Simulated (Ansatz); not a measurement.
# Al₂P (doublet): from Hartree-Fock to the top rungs, cc-pVTZ

An exercise on one series of results from a longer session: the logs are not shown, and one member is left open.

The runs use Ansatz 0.2.0, Gaussian basis; cc-pVTZ, core rule «outside noble gas», up to 15 orbitals frozen.

Plan: UHF; CCSD(T) on ROHF; CCSD(T) on UHF; BCCD(T) on ROHF; CCSDT(Q) on ROHF; CCSDT(Q) on UHF.

12 further runs of the same task are left out: 7 for a known fault of the program, 5 set aside as unsound or not needed. Runs told in other sessions of the task aren't counted.

**The geometry**

The geometry is a PBE0/def2-TZVP stationary point (not a proven minimum) of the parent state, kept for this charge and spin.

3 atoms, charge 0, spin multiplicity 2.

Atoms are counted from 1 here; the program's logs count them from 0.

Bond lengths: Al1–P2 2.259 Å, Al1–Al3 2.665 Å, P2–Al3 2.259 Å. Angles: P2–Al1–Al3 53.9°, Al1–P2–Al3 72.3°, Al1–Al3–P2 53.9°.

Coordinates:

```xyz
3

Al    0.00000   -0.66530   -1.33270
P     0.00000    1.15910    0.00000
Al    0.00000   -0.66530    1.33270
```

The first run:

The input, in.yaml:

```yaml
crystal:
  periodic: [false, false, false]
  atoms:
    - {symbol: Al, position_ang: [0.000000, -0.665301, -1.332700]}
    - {symbol: P, position_ang: [0.000000, 1.159099, 0.000000]}
    - {symbol: Al, position_ang: [0.000000, -0.665301, 1.332700]}
basis:
  gaussian: {orbitals: cc-pVTZ}
magnetization: {spin_polarized: true, initial_magnetization: 1}
hamiltonian: {xc: hf}
output: {orbitals: {seedname: orbitals}}
```

Started as:

```bash
$ ansatz run in.yaml --threads 1 --pin off --events-out ev --progress --plain --max-ram 4096MiB --backend cpu
```

Steps of the session up to this table: UHF; CCSD(T) on ROHF; CCSD(T) on UHF; BCCD(T) on ROHF; CCSDT(Q) on ROHF; CCSDT(Q) on UHF.

One table of the session follows, with a row left open; its other results are not shown here.

| method | from RCCSDT(Q) (meV) |
| --- | --- |
| ROHF | +8677.9 |
| UHF | +8326.5 |
| RMP2 | +1309.0 |
| UMP2 | +1572.0 |
| RCCSD | +721.5 |
| UCCSD | +738.5 |
| RCCSD(T) | +95.0 |
| UCCSD(T) | +107.5 |
| BCCD(T) | +93.1 |
| RCCSDT | ? |
| UCCSDT | +68.7 |
| RCCSDT(Q) | 0 |
| UCCSDT(Q) | -10.7 |

Q: Estimate the row for RCCSDT from the others.

As computed: from RCCSDT(Q) (meV): +67.0. In the column «from RCCSDT(Q) (meV)» it lies between RCCSDT(Q) (0) and UCCSDT (+68.7).

The ROHF row is the lowest such solution found; the determinant under the restricted MP2 and coupled-cluster rows lies 0.02 eV higher.

To keep in mind: Warnings: spin contamination; coupled cluster took another determinant than the lowest. Restricted and unrestricted rows rest on different reference determinants; a gap between their highest levels can come from leftover correlation error, from unlike frozen cores or from another state.
